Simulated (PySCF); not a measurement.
## Neon: a sound run and one with changed settings

Sound run: Ne [Ne], Ne⁺ [He] 2s2 2p5. All numbers are calculated (PySCF 2.14, scalar relativity by spin-free X2C-1e, in jorge-DZP-DKH). In the sound run the correlated levels freeze 1s2. The sound run starts from symmetry-adapted Hartree-Fock orbitals and uses a fine grid where one is needed.

Changed run: initial guess 1e, at most 8 SCF cycles. This setting is unsound on purpose.

| species | method | sound run (hartree) | changed run (hartree) | converged |
| --- | --- | --- | --- | --- |
| Ne | UHF | -128.65992 | -128.65992 | yes |
| Ne | PBE0 | -128.98080 | -128.98080 | yes |
| Ne | B3LYP | -129.08676 | -129.08676 | yes |
| Ne | MP2 | -128.83331 | -128.83331 | yes |
| Ne | CCSD(T) | -128.83875 | -128.83875 | yes |
| Ne⁺ | UHF | -127.93413 | -127.93413 | yes |
| Ne⁺ | PBE0 | -128.19453 | -128.19453 | yes |
| Ne⁺ | B3LYP | -128.29278 | -128.29278 | yes |
| Ne⁺ | MP2 | -128.05359 | -128.05359 | yes |
| Ne⁺ | CCSD(T) | -128.06491 | -128.06491 | yes |

Ionisation energy of Ne:

| method | sound run (eV) | changed run (eV) |
| --- | --- | --- |
| UHF | 19.750 | 19.750 |
| PBE0 | 21.395 | 21.395 |
| B3LYP | 21.605 | 21.605 |
| MP2 | 21.217 | 21.217 |
| SCS-MP2 | 21.085 | 21.085 |
| CCSD | 21.033 | 21.033 |
| CCSD(T) | 21.057 | 21.057 |

Here the setting changes nothing at the digits shown.

For comparison, NIST gives 21.565 eV between the lowest levels.
